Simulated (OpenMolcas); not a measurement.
SiH4O (Si(OH)H3): methods side by side

SiH4O has 6 atoms, charge 0, and is taken as a singlet. As SMILES, `[H][Si]([H])([H])O`. The coordinates come from a GFN2-xTB relaxation.

```jsonl
{"atom": "Si", "x (Å)": "-0.0599", "y (Å)": "-0.1150", "z (Å)": "-0.4079"}
{"atom": "O", "x (Å)": "-0.0595", "y (Å)": "-0.0919", "z (Å)": "1.2171"}
{"atom": "H", "x (Å)": "0.3273", "y (Å)": "0.6209", "z (Å)": "1.7173"}
{"atom": "H", "x (Å)": "1.3132", "y (Å)": "-0.1128", "z (Å)": "-0.9169"}
{"atom": "H", "x (Å)": "-0.7604", "y (Å)": "1.0584", "z (Å)": "-0.9332"}
{"atom": "H", "x (Å)": "-0.7606", "y (Å)": "-1.3597", "z (Å)": "-0.6764"}
```

Each level gives the energy change with the O2–H3 bond stretched from 0.953 to 1.906 Å (eV). The values are calculated.

```
                     level                 kind     program  value (eV)  less FCI/STO-3G
 SVWN5/STO-3G (restricted)                  LDA  OpenMolcas        4.79            +1.08
   PBE/STO-3G (restricted)                  GGA  OpenMolcas        4.46            +0.75
 B3LYP/STO-3G (restricted)        global hybrid  OpenMolcas        5.00            +1.29
M06-2X/STO-3G (restricted)      hybrid meta-GGA  OpenMolcas        5.75            +2.04
  PBE0/STO-3G (restricted)        global hybrid  OpenMolcas        5.32            +1.61
   MP2/STO-3G (restricted)  perturbation theory  OpenMolcas        5.09            +1.38
        CASSCF(2,2)/STO-3G       multireference  OpenMolcas        3.58            -0.13
          MRCI(2,2)/STO-3G       multireference  OpenMolcas        3.71             0.00
                FCI/STO-3G   exact in the basis  OpenMolcas        3.71             0.00
```

FCI/STO-3G is exact within its basis and frozen core, so for wave-function methods in that basis the difference is their error; functionals converge differently with the basis, so for them it is only a difference. The first shape isn't each level's own minimum. The values span 3.58 to 5.75 eV. All rows use very small basis sets, so even the best lies far from the true value.
